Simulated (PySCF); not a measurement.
How methods differ on the electron affinity of F

F⁻ [Ne] (1S) → F [He] 2s2 2p5 (2P), as a difference of total energies. Calculation: PySCF 2.14, in x2c-TZVPPall with one added diffuse shell each of s, p, d type (6s4p3d1f, 40 functions); scalar relativity by spin-free X2C-1e. Correlated levels: valence: 1s2 frozen; valence and next inner shell: nothing frozen. The calculations carry no spin-orbit coupling.

```csv
method,electron affinity (eV)
UHF,1.178
LDA,4.109
PBE,3.638
PBE0,3.226
r2SCAN,3.294
M06-L,3.083
BHandHLYP,2.894
B97-3,3.315
TPSSh,3.258
MP2 (valence),3.579
SCS-MP2 (valence),3.391
MP2 (valence and next inner shell),3.585
SCS-MP2 (valence and next inner shell),3.394
```

Problem. How much does correlation contribute at MP2 (valence and next inner shell)?

Solution. 3.585 − (1.178) = 2.407 eV, measured against UHF.

A first-order spin-orbit estimate (lowest level to lowest level, LS coupling) adds -0.017 eV.

Errors of the correlated levels include the incompleteness of this basis and the frozen core.

In the anion the highest occupied orbital energy is positive at LDA, PBE, r2SCAN, M06-L, TPSSh, a self-interaction effect; the basis confines that electron, and the energy difference can still be sensible.

For comparison: 3.401 eV (measured; photodetachment measurements, as compiled on the Wikipedia data page of electron affinities).
